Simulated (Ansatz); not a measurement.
**BO (doublet): the correlation ladder, cc-pVDZ**

The task here is to estimate one member of a computed series from the others.

Computed with Ansatz 0.2.0, Gaussian basis. Level: cc-pVDZ, core rule «outside noble gas», up to 2 orbitals frozen.

Plan: UHF; CCSD(T) on ROHF; CCSD(T) on UHF; BCCD(T) on ROHF; CISD as a restricted active space (open shells left free, so some higher excitations enter); CCSDT(Q) on ROHF; CCSDT(Q) on UHF; CASSCF and MRCISD+Q, 9 electrons in 8 orbitals; CASSCF and NEVPT2, 9 electrons in 8 orbitals.

21 further runs of the same task are left out: 2 for a known fault of the program, 8 that didn't finish, 11 set aside as unsound or not needed. Runs told in other sessions of the task aren't counted.

## The geometry

The geometry is a PBE0/def2-TZVP stationary point (not a proven minimum) of the parent state, kept for this charge and spin.

2 atoms, charge 0, spin multiplicity 2.

Atoms are counted from 1 here; the program's logs count them from 0.

Bond lengths: B1–O2 1.403 Å.

Set-up of the first run:

File in.yaml:

```yaml
crystal:
  periodic: [false, false, false]
  atoms:
    - {symbol: B, position_ang: [0.000000, 0.000000, 0.000000]}
    - {symbol: O, position_ang: [0.000000, 0.000000, 1.403204]}
basis:
  gaussian: {orbitals: cc-pVDZ}
magnetization: {spin_polarized: true, initial_magnetization: 1}
hamiltonian: {xc: hf}
output: {orbitals: {seedname: orbitals}}
```

Command:

```sh
$ ansatz run in.yaml --threads 1 --pin off --events-out ev --progress --plain --max-ram 2393MiB
```

Among the steps run: UHF; CCSD(T) on ROHF; CCSD(T) on UHF; BCCD(T) on ROHF; CISD as a restricted active space (open shells left free, so some higher excitations enter); CCSDT(Q) on ROHF; CCSDT(Q) on UHF; CASSCF and MRCISD+Q, 9 electrons in 8 orbitals; CASSCF and NEVPT2, 9 electrons in 8 orbitals.

One table of the session follows, with a row left open; its other results are not shown here.

```
          method  from RCCSDT(Q) (kJ/mol)
            ROHF                   +748.3
             UHF                   +733.3
            RMP2                    +39.0
            UMP2                    +59.7
            CISD                    +89.3
           RCCSD                    +43.7
           UCCSD                    +43.8
        RCCSD(T)                     +4.9
        UCCSD(T)                     +9.1
         BCCD(T)                     +5.1
          RCCSDT                     +1.7
          UCCSDT                     +1.7
       RCCSDT(Q)                        0
       UCCSDT(Q)                     -4.1
  CASSCF valence                   +365.3
  NEVPT2 valence                    +69.9
  MRCISD valence                        ?
MRCISD+Q valence                     +3.4
```

**Question.** Estimate the row for MRCISD valence.

As computed: from RCCSDT(Q) (kJ/mol): +17.4. In the column «from RCCSDT(Q) (kJ/mol)» it lies between UCCSD(T) (+9.1) and RMP2 (+39.0).

Caveats from the session: Warnings: spin contamination; large T1 diagnostic. Restricted and unrestricted rows rest on different reference determinants; a gap between their highest levels can come from leftover correlation error, from unlike frozen cores or from another state.
